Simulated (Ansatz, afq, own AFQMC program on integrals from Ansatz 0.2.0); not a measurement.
**Where AFQMC and coupled cluster stand for H2F, doublet**

```xyz
3

H     0.0000    0.0000   -1.0303
H     0.0000    0.0000   -0.0753
F     0.0000    0.0000    1.1057
```

Basis cc-pVTZ. Only valence electrons are correlated. Integrals, coupled cluster, full CI and functionals: Ansatz 0.2.0; the random walks run on the same integrals in our own AFQMC program. ph-AFQMC/CISD is guided by a CISD state made of CCSD amplitudes; releasing the constraint for a short imaginary time cuts its bias at the price of noise, slowly where states lie close. Uncertainties: one standard error, sampling alone.

Determinant: UHF, the one that the program's search chose, which needn't be the lowest solution. The geometry is a point of a scan.

No full CI on the walks' own integrals is used here; CCSDT(Q) serves as the reference and is uncertain by about the last step of the cluster series.

Cautions: unrestricted determinant slightly spin contaminated (⟨S²⟩ 0.81 against 0.75).

The T1 diagnostic is 0.0254. The weight of the determinant in the CISD state is 0.925 and the ⟨S²⟩ of the determinant is 0.808. The size of the correlated space is 9 electrons in 57 orbitals.

| level | correlation energy (eV) |
| --- | --- |
| MP2 | -7.4379 |
| CCSD | -7.8078 |
| CCSD(T) | -8.0055 |

Task: Estimate where AFQMC with the constraint released lies against CCSD(T) on the same integrals.

Result: 1.6 ± 0.5 kJ/mol below CCSD(T).

Reference: CCSDT(Q), correlation energy -8.026 eV. The released energy is read at 2.40 1/Eh (meV from the phaseless value at times in 1/Eh: -8 ± 3 at 0.24, -8 ± 4 at 0.51, -8 ± 3 at 0.99, -14 ± 4 at 1.62, -13 ± 5 at 2.40).

```
         level  E − E(reference) (kJ/mol)  share of correlation (%)
       CCSD(T)                        2.0                     99.75
         CCSDT                        1.1                     99.86
 ph-AFQMC/CISD                  1.7 ± 0.3                     99.78
released AFQMC                  0.4 ± 0.5                     99.95
```

A walk keeps the symmetry of its determinant, which the program's search chose and which needn't be the lowest solution, so a lower state of the same spin and another symmetry isn't excluded. Released energies are given only where the last usable release times agree within the noise; a slower fall can still hide under it.
